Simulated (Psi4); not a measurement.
**CH5BN− (SMILES [BH3-]N=C): levels of theory compared**

We compute a comparison of 4 runs (HF/def2-SVP, wB97X/pcseg-1, M06-2X/def2-TZVP, UB3LYP5/cc-pVTZ) of CH5BN−. 

The calculation is run with Psi4 1.11.

## 1. The structure to begin with

CH5BN− has 8 atoms, charge -1, and is taken as a singlet. As SMILES, `[BH3-]N=C`. Geometry: relaxed at GFN2-xTB.

Bond lengths: B1–N2 1.547 Å, N2–C3 1.237 Å, B1–H4 1.227 Å, B1–H5 1.222 Å, B1–H6 1.227 Å, C3–H7 1.118 Å, C3–H8 1.106 Å. Angles: B1–N2–C3 122.9°, N2–B1–H4 109.8°, N2–B1–H5 108.3°, N2–B1–H6 109.4°, N2–C3–H7 126.8°, N2–C3–H8 120.8°, H4–B1–H5 110.1°, H4–B1–H6 109.4°, H5–B1–H6 109.9°, H7–C3–H8 112.4°.

## 2. Energy and gradient at HF/def2-SVP (run 1)

Input file ch5bn.py:

```python
import psi4

psi4.set_memory(1600000000)
psi4.set_num_threads(1)
psi4.set_output_file('ch5bn.out', False)

molecule = psi4.geometry("""
-1 1
B      0.165600     1.032650     0.317000
N      0.676790    -0.343350    -0.170270
C     -0.078150    -1.293200    -0.410600
H     -0.623460     1.495860    -0.501040
H      1.127090     1.777360     0.440280
H     -0.400090     0.897810     1.397340
H     -1.192360    -1.302570    -0.318090
H      0.324580    -2.264550    -0.754640
units angstrom
symmetry c1
no_reorient
no_com
""")

psi4.set_options(dict(basis='def2-SVP', reference='rhf', puream=True, e_convergence=1e-09, d_convergence=1e-08, scf_type='pk'))

e, wfn = psi4.gradient("hf", molecule=molecule, return_wfn=True)
psi4.oeprop(wfn, "LOWDIN_CHARGES", "QUADRUPOLE", "DIPOLE", title="HF")
print('gradient / Eh bohr^-1')
print(e.np.round(6))
print(f'energy = {wfn.energy():.10f} Eh')
```

Run with:

```
$ python ch5bn.py
```

ch5bn.out:

```text
[...]
  Running in c1 symmetry.
[...]
  Nuclear repulsion =   63.941238414873794
[...]
  Multiplicity = 1
[...]
  Nalpha       = 12
  Nbeta        = 12
[...]
    Number of basis functions: 67
[...]
   @RHF iter   1:  -119.64861103930798   -8.34159e-01   6.75041e-03 ADIIS/DIIS
[...]
   @RHF iter  12:  -119.78456430781210   -1.13687e-12   2.77035e-09 DIIS
[...]
    Orbital Energies [Eh]
    ---------------------
    Doubly Occupied:
       1A    -15.321643     2A    -11.067239     3A     -7.321447
       4A     -0.967741     5A     -0.610077     6A     -0.487304
       7A     -0.410682     8A     -0.330335     9A     -0.273773
      10A     -0.215090    11A     -0.170666    12A     -0.148452
[...]
  @RHF Final Energy:  -119.78456430781210
   => Energetics <=
    Nuclear Repulsion Energy =             63.9412384148737942
    One-Electron Energy =                -292.8027073529010522
    Two-Electron Energy =                 109.0769046302151537
    Total Energy =                       -119.7845643078121043
[...]
  -Total Gradient:
     Atom            X                  Y                   Z
    ------   -----------------  -----------------  -----------------
       1       -0.002750645084     0.002522343932     0.001043062768
       2        0.000134263195     0.007683155559     0.002322883627
       3        0.003447823627     0.009702757545     0.002772925272
       4        0.006177924375    -0.005008768838     0.006065209294
       5       -0.005390403193    -0.009988790612    -0.002364274836
       6        0.004327989155    -0.000393507374    -0.009093689328
       7       -0.007395699025    -0.004705964974    -0.000691902195
       8        0.001448746950     0.000188774760    -0.000054214604
[...]
 Multipole Moments:
 ------------------------------------------------------------------------------------
     Multipole            Electronic (a.u.)      Nuclear  (a.u.)        Total (a.u.)
 ------------------------------------------------------------------------------------
 L = 1.  Multiply by 2.5417464519 to convert [e a0] to [Debye]
 Dipole X            :         -8.8792826            8.1870306           -0.6922521
 Dipole Y            :          6.9533638           -8.3062723           -1.3529085
 Dipole Z            :          3.0412668           -3.4140548           -0.3727880
 Magnitude           :                                                    1.5647828
 L = 2.  Multiply by 1.3450342976 to convert [e a0^2] to [Debye ang]
 Quadrupole XX       :        -44.6864845           24.0198929          -20.6665916
 Quadrupole XY       :         -4.9003686            4.8720769           -0.0282917
[...]
```

Standard output:

```text
gradient / Eh bohr^-1
[[-2.751e-03  2.522e-03  1.043e-03]
 [ 1.340e-04  7.683e-03  2.323e-03]
 [ 3.448e-03  9.703e-03  2.773e-03]
 [ 6.178e-03 -5.009e-03  6.065e-03]
 [-5.390e-03 -9.989e-03 -2.364e-03]
 [ 4.328e-03 -3.940e-04 -9.094e-03]
 [-7.396e-03 -4.706e-03 -6.920e-04]
 [ 1.449e-03  1.890e-04 -5.400e-05]]
energy = -119.7845643078 Eh
```

Run time: 2.6 s. Hardware: 1 thread of Intel Xeon Platinum 8488C (Sapphire Rapids), shared host; peak memory 0.22 GiB.

## 3. A single-point energy at wB97X/pcseg-1 (run 2)

Input file ch5bn.xyz:

```xyz
8
CH5BN
B      0.165600     1.032650     0.317000
N      0.676790    -0.343350    -0.170270
C     -0.078150    -1.293200    -0.410600
H     -0.623460     1.495860    -0.501040
H      1.127090     1.777360     0.440280
H     -0.400090     0.897810     1.397340
H     -1.192360    -1.302570    -0.318090
H      0.324580    -2.264550    -0.754640
```

Input file job.py:

```python
import psi4

psi4.set_memory(1600000000)
psi4.set_num_threads(1)
psi4.core.set_output_file('output.dat', False)

with open('ch5bn.xyz') as f:
    atoms = ''.join(f.readlines()[2:])
mol = psi4.geometry('-1 1\n' + atoms + 'symmetry c1\nno_reorient\nno_com')

options = {'basis': 'pcseg-1', 'puream': True, 'e_convergence': 1e-09, 'd_convergence': 1e-08, 'scf_type': 'pk', 'dft_radial_points': 99, 'dft_spherical_points': 590}
psi4.set_options(options)

e, wfn = psi4.energy("wb97x", molecule=mol, return_wfn=True)
psi4.oeprop(wfn, "WIBERG_LOWDIN_INDICES", "LOWDIN_CHARGES", "DIPOLE")
print('E =', round(e, 9))
for k, v in sorted(psi4.core.scalar_variables().items()):
    print(f'{k:45s} {v:18.10f}')
```

Run with:

```
$ python job.py
```

output.dat:

```text
[...]
  Running in c1 symmetry.
[...]
  Nuclear repulsion =   63.941238414873794
[...]
  Multiplicity = 1
[...]
  Nalpha       = 12
  Nbeta        = 12
[...]
    Number of basis functions: 67
[...]
   @RKS iter   1:  -120.41427550847516   -7.02504e-01   9.42650e-03 DIIS/ADIIS
[...]
   @RKS iter  11:  -120.65248764372754   -2.22258e-11   9.89288e-09 DIIS
[...]
    Orbital Energies [Eh]
    ---------------------
    Doubly Occupied:
       1A    -14.155709     2A    -10.094324     3A     -6.560659
       4A     -0.811673     5A     -0.526572     6A     -0.419782
       7A     -0.355190     8A     -0.279613     9A     -0.258880
      10A     -0.183404    11A     -0.156113    12A     -0.113050
[...]
  @RKS Final Energy:  -120.65248764372754
   => Energetics <=
    Nuclear Repulsion Energy =             63.9412384148737942
    One-Electron Energy =                -293.1211041867642280
    Two-Electron Energy =                 121.0400666185067848
    DFT Exchange-Correlation Energy =     -12.5126884903438942
    Empirical Dispersion Energy =           0.0000000000000000
    VV10 Nonlocal Energy =                  0.0000000000000000
    Total Energy =                       -120.6524876437275395
[...]
 Multipole Moments:
 ------------------------------------------------------------------------------------
     Multipole            Electronic (a.u.)      Nuclear  (a.u.)        Total (a.u.)
 ------------------------------------------------------------------------------------
 L = 1.  Multiply by 2.5417464519 to convert [e a0] to [Debye]
 Dipole X            :         -8.8439752            8.1870306           -0.6569446
 Dipole Y            :          6.9648871           -8.3062723           -1.3413852
 Dipole Z            :          3.0434840           -3.4140548           -0.3705708
 Magnitude           :                                                    1.5389000
[...]
```

Standard output:

```text
E = -120.652487644
CURRENT ENERGY                                   -120.6524876437
CURRENT REFERENCE ENERGY                         -120.6524876437
DD SOLVATION ENERGY                                 0.0000000000
DFT FUNCTIONAL TOTAL ENERGY                      -120.6524876437
DFT TOTAL ENERGY                                 -120.6524876437
DFT VV10 ENERGY                                     0.0000000000
DFT XC ENERGY                                     -12.5126884903
GRID ELECTRONS ALPHA                               11.9999999215
GRID ELECTRONS BETA                                11.9999999215
GRID ELECTRONS TOTAL                               23.9999998430
NUCLEAR REPULSION ENERGY                           63.9412384149
ONE-ELECTRON ENERGY                              -293.1211041868
PCM POLARIZATION ENERGY                             0.0000000000
PE ENERGY                                           0.0000000000
SCF ITERATION ENERGY                             -120.6524876437
SCF ITERATIONS                                     11.0000000000
SCF TOTAL ENERGY                                 -120.6524876437
TWO-ELECTRON ENERGY                               121.0400666185
XC GRID RADIAL POINTS                              99.0000000000
XC GRID SPHERICAL POINTS                          590.0000000000
XC GRID TOTAL POINTS                           445109.0000000000
```

It took 12 s on 1 thread of Intel Xeon Platinum 8488C (Sapphire Rapids), shared host; peak memory 1.1 GiB.

## 4. Energy and forces at M06-2X/def2-TZVP (run 3)

Input file ch5bn.json:

```json
{
 "schema_name": "qcschema_input",
 "schema_version": 1,
 "molecule": {
  "schema_name": "qcschema_molecule",
  "schema_version": 2,
  "symbols": ["B", "N", "C", "H", "H", "H", "H", "H"],
  "geometry": [0.31293865, 1.95142568, 0.59904318, 1.27894774, -0.64883746, -0.32176367, -0.1476821, -2.44379382, -0.77592155, -1.17816865, 2.82676572, -0.94682838, 2.12989142, 3.35872362, 0.83200862, -0.75606053, 1.69661501, 2.6405899, -2.25323384, -2.46150056, -0.60110298, 0.61336731, -4.2793793, -1.42606292],
  "molecular_charge": -1,
  "molecular_multiplicity": 1,
  "fix_symmetry": "c1",
  "fix_com": true,
  "fix_orientation": true
 },
 "driver": "gradient",
 "model": {
  "method": "m06-2x",
  "basis": "def2-TZVP"
 },
 "keywords": {
  "reference": "rks",
  "puream": true,
  "e_convergence": 1e-09,
  "d_convergence": 1e-08,
  "scf_type": "pk",
  "dft_radial_points": 99,
  "dft_spherical_points": 590,
  "scf_properties": ["MAYER_INDICES", "LOWDIN_CHARGES", "DIPOLE"]
 }
}
```

Run with:

```
$ psi4 --qcschema ch5bn.json -n 1 --memory 1600MB
```

stdout:

```text
[...]
  Running in c1 symmetry.
[...]
  Nuclear repulsion =   63.941238482815528
[...]
  Multiplicity = 1
[...]
  Nalpha       = 12
  Nbeta        = 12
[...]
    Number of basis functions: 123
[...]
   @RKS iter   1:  -120.36368532470101   -4.89404e-01   6.22694e-03 DIIS/ADIIS
[...]
   @RKS iter  11:  -120.69891678533133   -3.18039e-11   6.74512e-09 DIIS
[...]
    Orbital Energies [Eh]
    ---------------------
    Doubly Occupied:
       1A    -14.515920     2A    -10.371290     3A     -6.759093
       4A     -0.788626     5A     -0.488943     6A     -0.377521
       7A     -0.314003     8A     -0.239490     9A     -0.217509
      10A     -0.141211    11A     -0.114497    12A     -0.076755
[...]
  @RKS Final Energy:  -120.69891678533133
   => Energetics <=
    Nuclear Repulsion Energy =             63.9412384828155282
    One-Electron Energy =                -293.1803128261000211
    Two-Electron Energy =                 117.4266000327589268
    DFT Exchange-Correlation Energy =      -8.8864424748057687
    Empirical Dispersion Energy =           0.0000000000000000
    VV10 Nonlocal Energy =                  0.0000000000000000
    Total Energy =                       -120.6989167853313347
[...]
 Multipole Moments:
 ------------------------------------------------------------------------------------
     Multipole            Electronic (a.u.)      Nuclear  (a.u.)        Total (a.u.)
 ------------------------------------------------------------------------------------
 L = 1.  Multiply by 2.5417464519 to convert [e a0] to [Debye]
 Dipole X            :         -8.8602669            8.1870305           -0.6732363
 Dipole Y            :          7.0207854           -8.3062722           -1.2854869
 Dipole Z            :          3.0616779           -3.4140548           -0.3523770
 Magnitude           :                                                    1.4932827
[...]
  -Total Gradient:
     Atom            X                  Y                   Z
    ------   -----------------  -----------------  -----------------
       1       -0.001232929312    -0.001953920172    -0.000505768997
       2       -0.009118176072    -0.007254630540    -0.001719736731
       3        0.010828404032     0.019895292373     0.005419136914
       4        0.001594090053    -0.001006545916     0.001494572202
       5        0.000132052528    -0.004585621169    -0.001340663865
       6        0.001033260931     0.000002259006    -0.002175234150
       7       -0.003785937647    -0.005311166489    -0.001204669747
       8        0.000560518472     0.000244224839     0.000039660052
[...]
```

The result, in JSON:

```text
{
 "driver": "gradient",
 "model": {
  "method": "m06-2x",
  "basis": "def2-TZVP"
 },
 "success": true,
 "return_result": [-0.0012329293121804401, -0.0019539201719756356, -0.0005057689973091094, -0.009118176071709588, -0.007254630539770393, -0.001719736730906276, 0.010828404032179065, 0.01989529237262906, 0.0054191369135508614, 0.0015940900526066962, -0.001006545915516438, 0.0014945722021738952, 0.00013205252822924562, -0.004585621168801901, -0.0013406638645278432, 0.001033260931441144, 2.2590058053198817e-06, -0.0021752341503767855, -0.003785937647142537, -0.005311166489455017, -0.00120466974746239, 0.0005605184718697823, 0.00024422483919964155, 3.966005151177787e-05],
 "properties": {
  "calcinfo_nbasis": 123,
  "calcinfo_nmo": 123,
  "calcinfo_nalpha": 12,
  "calcinfo_nbeta": 12,
  "calcinfo_natom": 8,
  "nuclear_repulsion_energy": 63.94123848281553,
  "return_energy": -120.69891678533133,
  "return_gradient": [-0.0012329293121804401, -0.0019539201719756356, -0.0005057689973091094, -0.009118176071709588, -0.007254630539770393, -0.001719736730906276, 0.010828404032179065, 0.01989529237262906, 0.0054191369135508614, 0.0015940900526066962, -0.001006545915516438, 0.0014945722021738952, 0.00013205252822924562, -0.004585621168801901, -0.0013406638645278432, 0.001033260931441144, 2.2590058053198817e-06, -0.0021752341503767855, -0.003785937647142537, -0.005311166489455017, -0.00120466974746239, 0.0005605184718697823, 0.00024422483919964155, 3.966005151177787e-05],
  "scf_one_electron_energy": -293.1803128261,
  "scf_two_electron_energy": 117.42660003275893,
  "scf_xc_energy": -8.886442474805769,
  "scf_dipole_moment": [-0.6732363351234074, -1.2854868524461818, -0.35237698972435805],
  "scf_total_energy": -120.69891678533133,
  "scf_total_gradient": [-0.0012329293121804401, -0.0019539201719756356, -0.0005057689973091094, -0.009118176071709588, -0.007254630539770393, -0.001719736730906276, 0.010828404032179065, 0.01989529237262906, 0.0054191369135508614, 0.0015940900526066962, -0.001006545915516438, 0.0014945722021738952, 0.00013205252822924562, -0.004585621168801901, -0.0013406638645278432, 0.001033260931441144, 2.2590058053198817e-06, -0.0021752341503767855, -0.003785937647142537, -0.005311166489455017, -0.00120466974746239, 0.0005605184718697823, 0.00024422483919964155, 3.966005151177787e-05],
  "scf_iterations": 11
 }
}
```

Run time: 62 s. Hardware: 1 thread of Intel Xeon Platinum 8488C (Sapphire Rapids), shared host; peak memory 0.8 GiB.

## 5. Energy and one-electron properties at UB3LYP5/cc-pVTZ (density fitting) (run 4)

Input file job.dat:

```
memory 1600 mb

molecule {
  -1 1
  B
  N 1 R2
  C 2 R3 1 A3
  H 1 R4 2 A4 3 D4
  H 1 R5 4 A5 2 D5
  H 1 R6 5 A6 4 D6
  H 3 R7 2 A7 1 D7
  H 3 R8 7 A8 2 D8

  R2 = 1.546649
  R3 = 1.236894
  A3 = 122.86669
  R4 = 1.227342
  A4 = 109.77161
  D4 = -58.27377
  R5 = 1.222397
  A5 = 110.05819
  D5 = 119.094
  R6 = 1.226915
  A6 = 109.92617
  D6 = -120.54684
  R7 = 1.118083
  A7 = 126.76941
  D7 = 0.06431
  R8 = 1.10638
  A8 = 112.40291
  D8 = 179.87031
  units angstrom
  no_reorient
  no_com
}

set {
  reference uks
  guess sadno
  maxiter 50
}

energy_value, wavefunction = energy('b3lyp5/cc-pVTZ', return_wfn=True)
oeprop(wavefunction, 'ESP_AT_NUCLEI', 'MULLIKEN_CHARGES')
```

Run with:

```
$ psi4 -n 1 job.dat job.out
```

job.out:

```text
[...]
  Running in c1 symmetry.
[...]
  Nuclear repulsion =   63.941248251044826
[...]
  Multiplicity = 1
[...]
  Nalpha       = 12
  Nbeta        = 12
[...]
    Number of basis functions: 160
[...]
   @DF-UKS iter   1:  -119.80338783710316   -1.19803e+02   8.67168e-03 ADIIS/DIIS
[...]
   @DF-UKS iter   9:  -120.68300704489191   -1.38104e-08   1.92166e-07 DIIS
[...]
   @S^2 Observed:               -8.526512829E-14
[...]
  @DF-UKS Final Energy:  -120.68300704489191
   => Energetics <=
    Nuclear Repulsion Energy =             63.9412482510448257
    One-Electron Energy =                -293.2675781767599119
    Two-Electron Energy =                 123.5051798028911776
    DFT Exchange-Correlation Energy =     -14.8618569220680090
    Empirical Dispersion Energy =           0.0000000000000000
    VV10 Nonlocal Energy =                  0.0000000000000000
    Total Energy =                       -120.6830070448919088
[...]
 Multipole Moments:
 ------------------------------------------------------------------------------------
     Multipole            Electronic (a.u.)      Nuclear  (a.u.)        Total (a.u.)
 ------------------------------------------------------------------------------------
 L = 1.  Multiply by 2.5417464519 to convert [e a0] to [Debye]
 Dipole X            :          0.0044800           -0.0068805           -0.0024005
 Dipole Y            :          0.7637799           -1.5071693           -0.7433894
 Dipole Z            :          2.4898417           -0.9405656            1.5492761
 Magnitude           :                                                    1.7183975
[...]
  Mulliken Charges: (a.u.)
   Center  Symbol    Alpha    Beta     Spin     Total
       1     B     2.55931  2.55931  0.00000 -0.11861
       2     N     3.59512  3.59512  0.00000 -0.19024
       3     C     3.04935  3.04935 -0.00000 -0.09870
       4     H     0.58698  0.58698  0.00000 -0.17395
       5     H     0.59361  0.59361 -0.00000 -0.18722
       6     H     0.58552  0.58552 -0.00000 -0.17104
       7     H     0.53150  0.53150 -0.00000 -0.06300
       8     H     0.49862  0.49862  0.00000  0.00276
   Total alpha = 12.00000, Total beta = 12.00000, Total charge = -1.00000
[...]
```

Wall time 14 s (1 thread of Intel Xeon Platinum 8488C (Sapphire Rapids), shared host); peak memory 1 GiB.

Atomic charges (e):

```csv
atom,Mulliken
B1,-0.119
N2,-0.190
C3,-0.099
H4,-0.174
H5,-0.187
H6,-0.171
H7,-0.063
H8,+0.003
```

## 6. All runs side by side

```csv
run,level,task,integration grid,energy (Eh),HOMO energy (eV),LUMO energy (eV),HOMO–LUMO gap (eV),wall time
1,HF/def2-SVP,gradient,–,-119.784564,-4.04,9.83,13.87,2.6 s
2,wB97X/pcseg-1,energy,99 radial × 590 angular,-120.652488,-3.08,7.64,10.72,12 s
3,M06-2X/def2-TZVP,gradient,99 radial × 590 angular,-120.698917,-2.09,6.12,8.21,62 s
4,UB3LYP5/cc-pVTZ (density fitting),properties,75 radial × 302 angular,-120.683007,-0.44,5.10,5.54,14 s
```

## 7. Results

```
                                                    quantity          value
                                         run 4: total energy  -120.68301 Eh
                                          run 4: HOMO energy       -0.44 eV
                                          run 4: LUMO energy        5.10 eV
run 4: HOMO–LUMO gap (to an unbound level, set by the basis)        5.54 eV
```

**Reading.** The HOMO–LUMO gap runs from 5.54 eV (UB3LYP5/cc-pVTZ) to 13.87 eV (HF/def2-SVP). The two ends differ in method and basis. The empty levels of an anion lie above zero and hang on the basis. Totals of different functionals can't be ranked against each other. All runs together took 90 s, the longest 62 s.
